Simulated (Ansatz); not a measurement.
Isomers

Structures of C$_{2}$H$_{5}$Si (charge +1), closed shell, relaxed at PBE0-D4/def2-TZVP (vibrations not checked; lower isomers may exist, and structures with a doubtful reference or unclear bonds are left out). Ansatz 0.2.0; basis: def2-TZVPP; cores frozen in the correlated methods. B3LYP uses VWN-RPA correlation.

(1) Rank them by CCSD(T) energy, lowest first, and give each one's height above the lowest. Links in brackets join atoms within 1.22 times the sum of their covalent radii (1.1 for two metals). (An estimate is asked for; the value comes from the calculation.)
A.
C₂H₅Si ([CH2][CH][SiH2]), total charge +1
```
8
angstrom
C -1.0584 0.1597 -1.3287
C 0.1788 0.2943 -0.8069
Si 0.5647 -0.6372 0.6615
H -1.8114 -0.4881 -0.8872
H 0.9084 0.9504 -1.2728
H -1.3581 0.6996 -2.2230
H 1.8796 -0.5721 1.3206
H -0.4807 -1.5045 1.2315
```
B.
C₂H₅Si ([CH2][C][SiH3]), total charge +1
```
8
angstrom
C -1.2565 0.2513 -1.2376
C -0.4817 -0.0752 -0.3388
Si 0.7644 -0.5966 1.0265
H -1.8969 0.5250 -2.0606
H -1.6866 0.3524 -0.0675
H 0.9443 0.6292 1.8239
H 1.9070 -0.9774 0.1744
H 0.0849 -1.7076 1.7156
```
C.
C₂H₅Si ([CH2]1[CH2][SiH]1), total charge +1
```
8
angstrom
C -0.7188 0.3046 -0.4352
C 0.7974 0.4011 0.0469
Si -0.1162 -1.0433 0.5740
H -0.8839 0.1504 -1.5006
H -1.4132 1.0287 -0.0115
H 1.0325 1.1843 0.7662
H 1.5618 0.3060 -0.7229
H -0.2596 -2.3319 1.2830
```

(2) Do PBE-D4, r2SCAN-D4, PBE0-D4, B3LYP-D4, wB97M-V, HF, MP2 give the same order? (Judge from chemistry; the calculation decides.)

T1 diagnostic: at most 0.014.

For scale, one of the runs: CCSD(T)/def2-TZVPP, 174 basis functions, launched by `ansatz run in.yaml --threads 2 --pin off --events-out ev --progress --plain --max-ram 4352MiB`. Hardware: 2 CPU threads of an Arm Neoverse V1, shared host. Wall time 22 s; peak host memory 1.4 GiB.

Answers

(1) Computed: A (0.000 eV), C (1.055 eV), B (1.486 eV). Heights count from the lowest.

(2) Computed: All do.
